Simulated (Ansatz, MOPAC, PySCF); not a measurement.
Barrier height from CHO (SMILES [CH]=O) to the transition structure CHO, without zero-point energy, on the benchmark's geometries as Psi4's copy of the set gives them.
Transition structure (charge 0, multiplicity 2, Z-matrix in Å and degrees):
```
C
O 1 1.1349
H 1 1.8330 2 117.26
```

Open shells are unrestricted; no spin–orbit coupling.

Correlated levels freeze the cores. CBS(a, b) extrapolates the correlation energy as X⁻³ and adds the Hartree–Fock energy of set b. The state reached by AM1, PM3, PM6, PM7 isn't checked; PM7 holds dispersion and hydrogen-bond terms.

Run with Ansatz (a program for electronic structure); MOPAC for AM1, PM3, PM6, PM7 (differences of heats of formation); PySCF for the dispersion terms. 

Other levels give for the barrier height: PBE/def2-TZVPPD 24.64; B3LYP/def2-TZVPPD 24.62; B3LYP-D3(BJ)/def2-TZVPPD 24.32; wB97M-V/def2-TZVPPD 23.06; CCSD(T)/CBS(aug-cc-pVTZ, aug-cc-pVQZ) 22.59 kcal/mol.

Problem. What do these common cheap choices give for the same quantity: AM1, PM3, PM6, PM7?

Solution. AM1 42.21; PM3 31.53; PM6 36.47; PM7 32.30 kcal/mol. They span 31.53 to 42.21 kcal/mol.

The set's own value is 22.68 kcal/mol (Zhao et al., NHTBH38), an estimate for the real system.
